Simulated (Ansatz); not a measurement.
## CF3 (trifluoromethyl radical): methods side by side

The species is CF3 (4 atoms), meant as a doublet with charge 0. As SMILES, `F[C](F)F`. The shape is that of a PBE0-D4/def2-TZVP optimisation.

```xyz
4

F    -1.2275    0.0249    0.2654
C    -0.0395   -0.0595   -0.2867
F     0.6589   -1.0449    0.2273
F     0.6081    1.0795   -0.2059
```

Quantity: the energy change with the C2–F4 bond stretched from 1.313 to 3.282 Å, in eV. The values are calculated.

```tsv
level	kind	program	value (eV)	less FCI/STO-3G	CPU time (all runs)
UHF/STO-3G	Hartree–Fock	Ansatz	2.48	+0.06	0.74 s
UBLYP/STO-3G	GGA	Ansatz	3.66	+1.24	12 s
U-r2SCAN/STO-3G	meta-GGA	Ansatz	3.70	+1.28	30 s
UBHLYP/STO-3G	global hybrid	Ansatz	3.43	+1.01	6.9 s
UHSE06/STO-3G	range-separated hybrid	Ansatz	3.77	+1.35	9.8 s
RPA@PBE/STO-3G	RPA	Ansatz	1.68	-0.74	12 s
UMP2/STO-3G	perturbation theory	Ansatz	2.61	+0.19	0.87 s
UCCSDT(Q)/STO-3G	coupled cluster or CI	Ansatz	2.42	0.00	8.2 s
FCI/STO-3G	exact in the basis	Ansatz	2.42	0.00	27 s
```

FCI/STO-3G is exact within its basis and frozen core, so for wave-function methods in that basis the difference is their error; functionals converge differently with the basis, so for them it is only a difference. The first shape isn't each level's own minimum. The values span 1.68 to 3.77 eV. Spin contamination of the reference (⟨S²⟩ at least 0.1 too high) touches UHF/STO-3G, UMP2/STO-3G, UCCSDT(Q)/STO-3G. All rows use very small basis sets, so none should be taken for the real molecule's value. Times are those of the runs behind each value, whatever else they computed, on shared processors of several kinds: orders of magnitude only.
